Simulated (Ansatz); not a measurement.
Relative stability

Two relaxed structures of C$_{2}$H$_{4}$N (charge -1), singlet (PBE0-D4/def2-TZVPD; forces vanish, vibrations not checked).

A:

```xyz
7
angstrom
C -0.6497 -0.3649 0.3170
N -1.2335 -0.2150 -0.8252
C 0.7649 0.2040 0.3007
H -2.1746 -0.6097 -0.7659
H 1.4836 -0.5847 0.5604
H 0.8643 0.9704 1.0809
H 1.0424 0.6430 -0.6808
```

B:

C1  (-1.318, -0.295, -0.847)
N2  (-0.434, -0.471, 0.110)
C3  (0.813, -0.054, 0.112)
H4  (-2.324, -0.691, -0.726)
H5  (1.446, -0.265, 0.970)
H6  (-1.084, 0.243, -1.779)
H7  (1.252, 0.507, -0.728)
(Å)

Program: Ansatz 0.2.0. Basis: def2-TZVPPD. Cores are frozen in the correlated methods. B3LYP uses VWN-RPA correlation.

**Question.** Which structure is lower at CCSD(T), and by how much? (To be estimated.)

**Answer.** The calculation gives: A, by 3.01 kcal/mol (electronic energy, against the other). By their contacts, A is C₂H₄N ([CH3][C][NH]), total charge -1 and B is C₂H₄N ([CH2][N][CH2]), total charge -1.

**Question.** Do the other methods give the same order? (A judgement: the text doesn't fix the answer.)

**Answer.** By the calculation: Not all: PBE-D4, r2SCAN-D4, PBE0-D4, B3LYP-D4 give the other order.

```
   method  E(B) − E(A) (kcal/mol)
   PBE-D4                   -4.29
r2SCAN-D4                   -3.58
  PBE0-D4                   -2.69
 B3LYP-D4                   -2.51
  wB97M-V                    2.22
       HF                    7.27
      MP2                    0.48
     CCSD                    3.99
  CCSD(T)                    3.01
```

No T1 diagnostic of these runs exceeds 0.020.

Labels in which every atom is bracketed show which atoms are joined, not bond orders.

For scale, one of the runs: CCSD(T)/def2-TZVPPD, 179 basis functions, launched by `ansatz run in.yaml --threads 2 --pin off --events-out ev --progress --plain --max-ram 4352MiB`. Hardware: 2 CPU threads of an Arm Neoverse V1, shared host. Wall time 37 s; peak host memory 1.8 GiB.
